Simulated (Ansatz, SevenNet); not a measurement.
Elastic constant C11 (GPa) along a series of related solids, from the machine-learned potential SevenNet-0 (trained on PBE and PBE+U data); PBE (Ansatz, a program for electronic structure, plane waves, PAW); PBEsol in Ansatz (plane waves, PAW).

```
solid   SevenNet-0   PBE  PBEsol  measured
------  ----------  ----  ------  --------
hcp Be         166   321     326       299
hcp Mg        50.1  64.3    67.0      63.5
fcc Ca        21.9  22.4    23.2         –
fcc Sr        17.8  14.7    15.6       15‡
```

PBEsol less measured, from the printed values: hcp Be +9.0 %, hcp Mg +5.5 %, fcc Sr +4.0 %.

Members of the series are missing where a level wasn't run or failed, where a doubt is noted on the run or the magnetic state, for phases of high temperature or layered ones, and where values are held back for tests.

Each level is taken at its own relaxed cell. Ansatz's density-functional and Hartree–Fock values are scalar-relativistic unless marked +SOC, with PAW data made under PBE.

Measured values are for low temperature or corrected to a static lattice; ‡ marks uncorrected values at room or unstated temperature. References as tabulated in Elastic Constants of Single Crystal Beryllium, J. Appl. Phys., doi …; Ibrahim et al. (2023), arXiv:2305.03577; Mehl and Papaconstantopoulos (1996), arXiv:mtrl-th/9602003.

Machine-learned potentials (SevenNet-0) are trained on DFT data: a solid inside that data is no test of them.
